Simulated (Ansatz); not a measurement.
AlF2, SMILES `[F][Al][F]` radical, relaxed with UKS PBE-D4/def2-SVP in Ansatz 0.2.0 from a rough embedded geometry. The force threshold is 0.03 eV/Å; the program also tests the step.

The species carries charge 0 and has multiplicity 2.

Start:

```xyz
3

F     0.047    0.021    1.632
Al    0.477   -0.344   -0.126
F    -0.524    0.323   -1.506
```

(1) By how much does the energy fall, and how many steps does the optimiser take? (Best estimate.)

(2) Which bonds change most? (An estimate is asked.)

(3) Give the relaxed structure. (An estimate is asked.)

## Answers

(1) The calculation gave: 0.56 eV, in 4 steps.

(2) Computed: F1–Al2 from 1.847 to 1.678 Å; Al2–F3 from 1.831 to 1.678 Å.

(3) Ansatz gave: 
```xyz
3

F     0.038    0.022    1.480
Al    0.444   -0.320   -0.112
F    -0.482    0.298   -1.368
```
